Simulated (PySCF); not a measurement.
Working out the ionisation energy of Cl

Cl [Ne] 3s2 3p5 (2P) → Cl⁺ [Ne] 3s2 3p4 (3P). Calculation: PySCF 2.14, in aug-cc-pV(T+d)Z with one added diffuse shell each of s, p, d, f type (7s6p5d3f, 71 functions); the non-relativistic Hamiltonian (point nucleus). Frozen: [Ne]. Energies in hartree (1 hartree = 27.21139 eV):

| part | Cl (lower) | Cl⁺ (upper) |
| --- | --- | --- |
| UHF | -459.486133 | -459.053479 |
| CCSD correlation | -0.185628 | -0.150554 |
| (T) | -0.006437 | -0.004589 |

Problem. What does Hartree-Fock give?

Solution. (-459.053479) − (-459.486133) = 0.432654 hartree = 11.773 eV.

Problem. What do CCSD and CCSD(T) give?

Solution. The CCSD correlation energies differ by 0.035074 hartree = 0.954 eV and the triples by 0.001848 hartree = 0.050 eV, so CCSD gives 12.727 eV and CCSD(T) 12.777 eV.

Measured between the centres of the two terms (NIST): 12.974 eV, so CCSD(T) (valence) is off by -0.197 eV.

What remains against the reference includes basis incompleteness, the frozen core and higher excitations.
